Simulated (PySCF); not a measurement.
Saddle point of BH5SO, closed shell (BH₃S ([BH2][SH]) + H₂O → BH₃O ([BH2][OH]) + H₂S; bonds formed: S2–H5; dative contacts that become bonds: B1–O6; bonds broken: B1–S2, H5–O6), PBE0-D4/def2-TZVP structure:

```json
{"atom": "B1", "x (Å)": "-0.2980", "y (Å)": "-0.4829", "z (Å)": "-0.4375"}
{"atom": "S2", "x (Å)": "1.5030", "y (Å)": "0.4767", "z (Å)": "-0.2188"}
{"atom": "H3", "x (Å)": "-0.0499", "y (Å)": "-1.6563", "z (Å)": "-0.3677"}
{"atom": "H4", "x (Å)": "-0.8397", "y (Å)": "-0.0674", "z (Å)": "-1.4204"}
{"atom": "H5", "x (Å)": "0.4031", "y (Å)": "0.5739", "z (Å)": "0.8591"}
{"atom": "O6", "x (Å)": "-0.8577", "y (Å)": "0.0989", "z (Å)": "0.8554"}
{"atom": "H7", "x (Å)": "1.1486", "y (Å)": "1.6442", "z (Å)": "-0.7817"}
{"atom": "H8", "x (Å)": "-1.0094", "y (Å)": "-0.5874", "z (Å)": "1.5116"}
```

Energies are electronic, without zero-point energy. Barriers and step energies count from the start structure reached by relaxing down the imaginary mode; all methods use the PBE0-D4 structures, on which another method's saddle can fall below an end. Program: PySCF 2.14 with density fitting (its default auxiliary sets; JK sets also for MP2 and CCSD(T)). Basis: def2-TZVPP, with def2-QZVPP for the basis limit. Cores are frozen in the correlated methods. B3LYP uses VWN-RPA correlation. Extrapolation: Hartree–Fock as exp(−7.88 √X), correlation as X^−2.97.

```tsv
method	barrier (kcal/mol)	step energy (kcal/mol)
SPW92	8.21	2.10
PBE-D4	11.00	-3.49
r2SCAN-D4	?	-4.81
PBE0-D4	14.10	-3.59
B3LYP-D4	?	-8.38
BHLYP-D4	18.73	-8.90
wB97M-V	?	-6.13
HF	25.78	-15.05
MP2	15.50	-5.11
CCSD	18.43	-7.92
CCSD(T)	16.66	-6.71
```

Problem. Fill in the withheld barriers. (To be estimated.)

Solution. Computed: r2SCAN-D4 12.93; B3LYP-D4 14.91; wB97M-V 16.34 kcal/mol. Each is the energy of the saddle less that of the start structure, by the same method.

For comparison, the barrier by CCSD(T) at an estimated basis limit (MP2 extrapolated from triple and quadruple zeta, plus CCSD(T) − MP2 in triple zeta) is 16.71 kcal/mol.

T1 diagnostic: at most 0.013.

Labels in which every atom is bracketed show which atoms are joined, not bond orders.

For scale, one of the runs: CCSD(T)/def2-TZVPP, 174 basis functions, launched by `OMP_NUM_THREADS=4 python run.py`. Hardware: 4 CPU threads of an Arm Neoverse V1, shared host. Wall time 2.9 min; peak host memory 1.5 GiB.
